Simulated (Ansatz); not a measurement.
A nudged elastic band was laid between two geometries of BH$_{6}$N (8 atoms, charge 0, multiplicity 1).

The calculation used RKS r2SCANh-D4/def2-SVPD (Ansatz).

* movable images: 7
* climbing image: yes
* spring: 5.0 eV/Å²
* optimiser: quadratic models (default)
* start path: through a guess of the saddle point
* force threshold: 0.03 eV/Å
* iteration limit: 60
* end points: relaxed

Image 0:

```xyz
8
Properties=species:S:1:pos:R:3
B 0.045 -0.129 0.162
H 0.253 0.630 1.093
H 0.947 -0.148 -0.659
H -1.061 0.008 -0.337
N 0.035 -1.630 0.824
H -0.150 -2.340 0.119
H 0.930 -1.846 1.255
H -0.683 -1.709 1.540
```

Image 8:

```xyz
8
Properties=species:S:1:pos:R:3
B 0.166 -0.745 -0.451
H -0.636 0.850 2.700
H 1.131 -0.027 -0.519
H -0.916 -0.401 -0.851
N 0.306 -2.010 0.107
H -0.457 -2.664 0.193
H 1.183 -2.365 0.459
H -0.462 0.197 2.359
```

(1) What changes between the two ends?

(2) What energy profile does the band end with?

(3) What is the geometry of the highest image?

(4) What are the harmonic wavenumbers there?

## Answers

(1) Bonds broken: B1–H2, N5–H8. Bonds formed: H2–H8. BH6N becomes BH4N + H2.

(2) The run converged. The highest image is number 4 of 0 to 8, 1.59 eV above the first end and 1.46 eV above the last; the last end lies 0.13 eV above the first. A vibrational analysis at the climbing image gives one clearly imaginary mode, 1316i cm⁻¹: a first-order saddle point. The orbitals stay closed-shell, which can raise the energy where a bond breaks towards radicals; this wasn't checked here.

```tsv
image	path coordinate (Å)	energy (eV)	B1–H2 (Å)	N5–H8 (Å)	H2–H8 (Å)
0	0.00	0.00	1.22	1.02	2.56
1	0.58	0.04	1.22	1.02	2.42
2	1.17	0.10	1.22	1.01	2.29
3	1.75	0.60	1.24	1.03	1.63
4	2.33	1.59	1.37	1.39	1.00
5	2.96	0.72	1.88	2.03	0.77
6	3.59	0.24	2.45	2.54	0.75
7	4.22	0.14	3.00	3.00	0.76
8	4.85	0.13	3.62	3.25	0.76
```

(3) 
```xyz
8
Properties=species:S:1:pos:R:3:forces:R:3
B 0.028 -0.347 0.113 0.00 0.00 0.01
H -0.249 0.326 1.273 0.00 0.00 0.00
H 1.082 0.134 -0.222 0.00 0.00 0.00
H -0.960 -0.143 -0.547 0.00 0.00 0.00
N 0.127 -1.799 0.710 0.00 0.02 -0.01
H -0.603 -2.454 0.474 0.00 -0.01 0.01
H 1.038 -2.229 0.752 0.00 -0.01 0.00
H -0.148 -0.651 1.445 0.00 0.00 0.00
```

(4) 1316i, 350, 561, 731, 894, 1058, 1062, 1090, 1161, 1250, 1313, 1570, 2094, 2167, 2556, 2645, 3617, 3734 cm⁻¹.

The run took 110 s on 2 threads of AMD EPYC 7R32 (Zen 2), on a shared host, peak memory 0.18 GiB.
